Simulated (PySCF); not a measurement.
This PySCF input (B3LYP/cc-pVDZ) gives -1.17340 Eh with 10 basis functions.

```python
import numpy as np, basis_set_exchange as bse
from pyscf import gto, scf, dft, df

basis = {'H': gto.basis.parse(bse.get_basis('cc-pVDZ', elements=['H'], fmt='nwchem'))}
mol = gto.M(
    atom='''
    H    -0.00000000   -0.00000000   -0.37201156
    H     0.00000000    0.00000000    0.37201156
    ''',
    basis=basis,
    charge=0,
    verbose=4,
    max_memory=2160,
)
mf = dft.RKS(mol, xc='b3lyp')
mf.grids.level = 3
mf = mf.density_fit(auxbasis=df.autoaux(mol))
mf.conv_tol = 1e-9
mf.max_cycle = 100
print('smallest overlap eigenvalue', np.linalg.eigvalsh(mol.intor('int1e_ovlp'))[0])
mf.kernel()
dip = mf.dip_moment()
```

Change:
```diff
- basis = {'H': gto.basis.parse(bse.get_basis('cc-pVDZ', elements=['H'], fmt='nwchem'))}
+ basis = {'H': gto.basis.parse(bse.get_basis('cc-pVTZ', elements=['H'], fmt='nwchem'))}
```

**Question.** What does the run give now?

**Answer.** -1.18000 Eh (B3LYP/cc-pVTZ, 28 functions), a change of -6.60 mEh.
